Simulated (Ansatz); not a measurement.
# AlBS: the cost of one run

Program: Ansatz 0.2.0, Gaussian basis. Level of theory: def2-TZVPP, core rule «outside noble gas», up to 11 orbitals frozen. These are calculated values, not measurements.

The runs, in order: UHF; ROHF; CCSD(T) on UHF.

2 further runs of the same task are left out: 2 set aside as unsound or not needed.

### 1 The system

The geometry is a PBE0/def2-TZVP stationary point (not a proven minimum) of the parent state, kept for this charge and spin.

3 atoms, charge 1, spin multiplicity 2.

Atoms are counted from 1 here; the program's logs count them from 0.

Bond lengths: Al1–B2 2.231 Å, B2–S3 1.617 Å. Angles: Al1–B2–S3 180.0°.

### 2 UHF

in.yaml

```yaml
crystal:
  periodic: [false, false, false]
  atoms:
    - {symbol: Al, position_ang: [0.000000, 0.000000, 2.026204]}
    - {symbol: B, position_ang: [0.000000, 0.000000, -0.204465]}
    - {symbol: S, position_ang: [0.000000, 0.000000, -1.821740]}
basis:
  gaussian: {orbitals: def2-TZVPP}
total_charge: 1
magnetization: {spin_polarized: true, initial_magnetization: 1}
hamiltonian: {xc: hf}
output: {orbitals: {seedname: orbitals}}
```

Started as:

```console
ansatz run in.yaml --threads 1 --pin off --events-out ev --progress --plain --max-ram 4096MiB --backend cpu
```

Q: Estimate wall time and peak memory on 1 thread of AMD EPYC 7R13, shared host.

About 8.5 s, with a peak of 0.29 GiB.
